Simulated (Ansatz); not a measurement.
The same path of CH5BO + H2 (10 atoms, charge 0, multiplicity 1) was run twice with different band settings. Lost on the way: H9–H10. Made: B1–H9, O2–H10.

All numbers below come from RKS PBE0/def2-SVP in Ansatz.

Relaxed end points:

```xyz
10
Properties=species:S:1:pos:R:3
B 0.097 -0.640 -0.099
O -0.228 0.270 0.852
H -1.066 0.078 1.284
C 1.425 -0.476 -0.909
H 2.034 -1.392 -0.831
H 1.193 -0.366 -1.983
H 2.029 0.386 -0.587
H -0.667 -1.567 -0.306
H -0.111 3.335 2.100
H -0.020 2.652 1.773
```

```xyz
10
Properties=species:S:1:pos:R:3
B -0.124 0.266 -0.129
O 0.048 0.238 1.573
H -0.809 0.481 1.948
C 1.332 -0.054 -0.693
H 1.709 -1.047 -0.397
H 1.284 -0.049 -1.796
H 2.097 0.697 -0.422
H -0.972 -0.600 -0.281
H -0.539 1.405 -0.326
H 0.661 0.944 1.818
```

Common settings: movable images 7; climbing image yes; spring 5.0 eV/Å²; optimiser quadratic models (default); start path through a guess of the saddle point; iteration limit 60; end points relaxed.

| run | force threshold |
| --- | --- |
| 1 | 0.05 eV/Å |
| 2 | 0.5 eV/Å |

Question: What does each run give, and how far can it be trusted?

Answer: Run 1: converged after 18 iterations, highest image 1.645 eV above the first end. Neighbouring images differ by up to 1.3 eV, so the band resolves the path poorly. A vibrational analysis at the climbing image gives one clearly imaginary mode, 1282i cm⁻¹: a first-order saddle point. Another band between the same ends, with other settings, climbed to 1.10 eV only, so this may not be the lowest route.
Run 2: converged after 11 iterations, highest image 1.099 eV above the first end. The threshold of 0.5 eV/Å is loose, so the images may lie well off the minimum-energy path. The order of the stationary point at the top wasn't checked.
The orbitals stay closed-shell, which can raise the energy where a bond breaks towards radicals; this wasn't checked here.
